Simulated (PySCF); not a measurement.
PySCF input (B3PW91/6-31G* (5d)):

```python
from pyscf import gto, dft

mol = gto.M(
    atom='''
    Si   -0.00208985    0.00098185    0.08026338
    H     0.00076796    1.40657062   -0.39205880
    H     1.23601882   -0.70198617   -0.33410250
    H    -1.20752894   -0.71833034   -0.39752608
    ''',
    basis='6-31g*',
    charge=0,
    spin=1,
    verbose=4,
)

mf = dft.UKS(mol, xc='b3pw91')
mf.grids.level = 3
mf.conv_tol = 1e-9
mf.max_cycle = 100
mf.max_memory = 1500
mf.kernel()
if not mf.converged:
    mf = mf.newton()
    mf.kernel(mf.make_rdm1())
mo, _, stable, _ = mf.stability(return_status=True)
if not stable:
    mf.kernel(mf.make_rdm1(mo, mf.mo_occ))
    stable = mf.stability(return_status=True)[2]
mf.dip_moment()
```

**Question.** Predict the final energy.

**Answer.** -291.18028 Eh.
